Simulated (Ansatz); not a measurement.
**Worked example: ideal-gas entropy of H2O (water)**

A singlet with charge 0, relaxed at CAM-B3LYP/def2-QZVPPD (Ansatz 0.2.0):

```xyz
3

O    -0.3008    0.1989   -0.1397
H     0.4663    0.5507    0.3155
H    -0.1656   -0.7496   -0.1758
```

Harmonic wavenumbers in cm⁻¹: 1623, 3847, 3947.

Masses in u: O 15.999, H 1.008. Take T = 298.15 K, p = 1 bar, R = 8.3145 J/(mol K), kT/hc = 207.22 cm⁻¹, rigid rotor and harmonic oscillator.

Work out S° at 298 K.


1. Translation (Sackur–Tetrode): S = R[3/2 ln M + 5/2 ln T − 1.1517] with M = 18.015 gives 144.9 J/(mol K).
2. Rotation: principal moments 0.602, 1.175, 1.777 u Å² give A, B, C = 27.9842, 14.3463, 9.4842 cm⁻¹; the symmetry number is σ = 2; q = (√π/σ)√((kT/hc)³/ABC) = 43; S = R(ln q + 3/2) = 43.7.
3. Vibration: with u = ν̃/207.22, each mode gives R[u/(eᵘ − 1) − ln(1 − e⁻ᵘ)]; the sum is 0.0.
4. Electronic: R ln 1 = 0.0, from the spin multiplicity alone.
5. Sum: 144.9 + 43.7 + 0.0 + 0.0 = 188.6 J/(mol K).

The tabulated value is 188.8 J/(mol K) (CRC Handbook of Chemistry and Physics): the model is off by -0.2.
